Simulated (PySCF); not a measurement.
Electron affinity of Li by level of theory

Li⁻ [He] 2s2 (1S) → Li [He] 2s1 (2S), as a difference of total energies. Calculation: PySCF 2.14, in x2c-TZVPPall with one added diffuse shell each of s, p type (6s4p1d, 23 functions); scalar relativity by spin-free X2C-1e. Correlated levels: valence: 1s2 frozen; valence and next inner shell: nothing frozen. The calculations carry no spin-orbit coupling.

```
                                method  electron affinity (eV)  error (eV)
                                   UHF                  -0.131      -0.749
                                   LDA                   0.580      -0.038
                                   PBE                   0.502      -0.116
                                  PBE0                   0.488      -0.130
                                r2SCAN                   0.443      -0.175
                                PBEsol                   0.485      -0.133
                                  BLYP                   0.440      -0.178
                               wB97M-V                   0.470      -0.148
                                B2PLYP                   0.439      -0.179
                         MP2 (valence)                   0.278      -0.340
                     SCS-MP2 (valence)                   0.359      -0.259
    MP2 (valence and next inner shell)                   0.281      -0.337
SCS-MP2 (valence and next inner shell)                   0.362      -0.256
```

Reference: 0.618 eV (measured; photodetachment measurements, as compiled on the Wikipedia data page of electron affinities).

Errors of the correlated levels include the incompleteness of this basis and the frozen core.

A negative affinity means that the anion lies above the atom at that level of theory.

In the anion the highest occupied orbital energy is positive at LDA, PBE, PBE0, r2SCAN, PBEsol, BLYP, B2PLYP, a self-interaction effect; the basis confines that electron, and the energy difference can still be sensible.
